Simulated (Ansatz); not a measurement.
Two isomers of C3H4F2O: A = `CC(=O)C(F)F`, B = `C/C(F)=C(/O)F`.

Computed with Ansatz on PBE0-D4/def2-TZVP structures; ΔE is electronic, products minus reactants. CCSD(T)/CBS is the MP2 limit (def2-TZVPP, def2-QZVPP) plus CCSD(T) − MP2 in def2-TZVPP, frozen cores. DFT in def2-TZVPP. Each species was taken in one conformer, which may not be the lowest.

Which is lower in electronic energy at CCSD(T)/CBS, and by how much? (Estimate.)

Computed: A, by 67.6 kJ/mol.

Give E(B) − E(A) in kJ/mol with CCSD(T)/def2-TZVPP, MP2/def2-TZVPP, B2PLYP, PBE0-D4, CCSD/def2-TZVPP, r2SCAN-D4, LDA (SPW92). (An estimate is asked.)

Computed: CCSD(T)/def2-TZVPP 71.4, MP2/def2-TZVPP 72.9, B2PLYP 69.6, PBE0-D4 58.6, CCSD/def2-TZVPP 72.2, r2SCAN-D4 62.1, LDA (SPW92) 38.4. None reverses the order clearly.

Does the order hold for the free energy at 298.15 K (harmonic terms from PBE0-D4)? (Estimate.)

Computed: Yes: G(B) − G(A) = +70.5 kJ/mol, for one conformer each. Modes under 60 cm⁻¹, often nearly free rotors, make the harmonic entropy too high.

Largest T1 diagnostic: 0.013.

From BLYP to BHLYP (50 % exact exchange), in def2-TZVPP and without D4, E(B) − E(A) moves by +4.4 kJ/mol. At CCSD(T), def2-SVP lies +13.9 kJ/mol from the extrapolated value and def2-TZVPP +3.8 kJ/mol.
